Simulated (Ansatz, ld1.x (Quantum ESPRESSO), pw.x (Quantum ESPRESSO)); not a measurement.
From atom to crystal: TM potential for gold

gold, norm-conserving Troullier–Martins (Kleinman–Bylander form), made with ld1.x (Quantum ESPRESSO) 7.5 (LDA (PW92), scalar-relativistic). Core [Xe] 4f14, reference 5d10 6s1 6p0. Waves: 6s (bound): rc 2.55 bohr; 5d (bound): rc 1.90 bohr; 6p (bound, empty): rc 3.75 bohr. Local part: the p channel. Core correction: a·sin(br)/r model core, default radius (core density twice the valence density).

Atomic tests: cutoffs needed: 45 Ry and 70 Ry (the cutoffs (Ry, on a coarse ladder) from which the occupation-weighted sum of valence levels, in a spherical-Bessel basis at the reference potential, stays within 10 and 1 mRy of its value at 400 Ry); ghost test: no extra level below or beside the all-electron valence levels (s, d, p, f tested) (spherical-Bessel basis up to 400 Ry, 20 bohr box); configuration tests: 1 of 9 tests not solved or not reliable.

Crystal test: diamond Au in pw.x 7.5, no spin, 8³ k-points, Fermi–Dirac smearing 0.01 Ry, cutoffs 85/340 Ry. The reference is all-electron LAPW (Ansatz 0.2.0) with the same functional, mesh and smearing; V0 and B0 come from Birch–Murnaghan fits to the pressures at five volumes. Errors are pseudo minus all-electron; Δ is the rms difference of the E(V) curves that follow from these fits, minima aligned, over ±6 % about the mean V0. Mesh and smearing are coarse, so the numbers serve the comparison and aren't converged zero-temperature values; the lattice is a test structure that the element need not adopt.

All-electron: a0 = 5.949 Å (V0 = 26.31 Å³/atom), B0 = 80.9 GPa.

How far does the potential miss the all-electron equation of state?

mean pressure error (GPa): +2.45; a0 (Å): 5.999; a0 error (%): +0.85; B0 error (%): +2.8; Δ (meV/atom): 12.5. The largest radius (3.75 bohr) exceeds half the bond length (2.43 bohr), so the spheres overlap, which is one possible source of error among others. This is a poor potential for the solid. Atomic configuration tests: 1 of 9 tests not solved or not reliable. The logarithmic derivative shows an extra or strongly shifted pseudo pole above the reference energy (s near 1.53 Ry).

```csv
V (Å³/atom),P all-electron (GPa),P pseudo (GPa)
24.882,5.31,8.74
25.537,2.64,5.47
26.192,0.38,2.73
26.847,-1.53,0.44
27.502,-3.14,-1.48
```

At the middle volume, how do free energy and pressure move when the wave cutoff is lowered (ecutrho kept at four times it)?

```json
{"cutoff (Ry)": "38", "shift of F (meV/atom)": "+542.7", "shift of P (GPa)": "-23.28"}
{"cutoff (Ry)": "51", "shift of F (meV/atom)": "+16.4", "shift of P (GPa)": "-0.38"}
{"cutoff (Ry)": "68", "shift of F (meV/atom)": "+8.8", "shift of P (GPa)": "-0.11"}
```

Input at the middle volume:

```
&control
  calculation='scf', prefix='x', pseudo_dir='./', outdir='./tmp', tstress=.true., disk_io='low'
/
&system
  ibrav=0, nat=2, ntyp=1, ecutwfc=85, ecutrho=340, nbnd=20,
  occupations='smearing', smearing='fd', degauss=0.01
/
&electrons
  conv_thr=1e-09, mixing_beta=0.4, electron_maxstep=70
/
ATOMIC_SPECIES
Au 1.0 Au.UPF
CELL_PARAMETERS angstrom
  0.00000000 2.96977049 2.96977049
  2.96977049 0.00000000 2.96977049
  2.96977049 2.96977049 0.00000000
ATOMIC_POSITIONS crystal
Au 0.0000 0.0000 0.0000
Au 0.2500 0.2500 0.2500
K_POINTS automatic
8 8 8 0 0 0
```

```bash
pw.x < Au.scf.in > Au.scf.out
```

Lines of the output:

```
Message from routine setup:
     using ibrav=0 with symmetry is DISCOURAGED, use correct ibrav instead
     lattice parameter (alat)  =       7.9366  a.u.
     unit-cell volume          =     353.5048 (a.u.)^3
     number of electrons       =        22.00
     number of Kohn-Sham states=           20
     kinetic-energy cutoff     =      85.0000  Ry
     charge density cutoff     =     340.0000  Ry
     scf convergence threshold =      1.0E-09
     Exchange-correlation= PW
     number of k points=    29  Fermi-Dirac smearing, width (Ry)=  0.0100
     iteration #  1     ecut=    85.00 Ry     beta= 0.40
     total energy              =    -183.46500807 Ry
     estimated scf accuracy    <       0.12956835 Ry
     iteration #  2     ecut=    85.00 Ry     beta= 0.40
     total energy              =    -183.49295237 Ry
     estimated scf accuracy    <       0.00083007 Ry
     iteration #  3     ecut=    85.00 Ry     beta= 0.40
     total energy              =    -183.49298982 Ry
     estimated scf accuracy    <       0.00020080 Ry
     iteration #  4     ecut=    85.00 Ry     beta= 0.40
     total energy              =    -183.49299983 Ry
     estimated scf accuracy    <       0.00000295 Ry
     iteration #  5     ecut=    85.00 Ry     beta= 0.40
     total energy              =    -183.49299980 Ry
     estimated scf accuracy    <       0.00000074 Ry
     iteration #  6     ecut=    85.00 Ry     beta= 0.40
     total energy              =    -183.49299987 Ry
     estimated scf accuracy    <       0.00000001 Ry
     iteration #  7     ecut=    85.00 Ry     beta= 0.40
     total energy              =    -183.49299986 Ry
     estimated scf accuracy    <          5.0E-09 Ry
     iteration #  8     ecut=    85.00 Ry     beta= 0.40
     the Fermi energy is     7.6631 ev
!    total energy              =    -183.49299987 Ry
     estimated scf accuracy    <          3.7E-10 Ry
     smearing contrib. (-TS)   =      -0.00368970 Ry
     The total energy is F=E-TS. E is the sum of the following terms:
     one-electron contribution =     -21.00398825 Ry
     hartree contribution      =      31.04527671 Ry
     xc contribution           =     -77.38725904 Ry
     ewald contribution        =    -116.14333959 Ry
     convergence has been achieved in   8 iterations
          total   stress  (Ry/bohr**3)                   (kbar)     P=       27.32
```

The run at the middle volume (29 k-points, 8 iterations) took about 35 s on one core of a shared host (Neoverse-V1, 32 threads, 247 GiB, load 63).
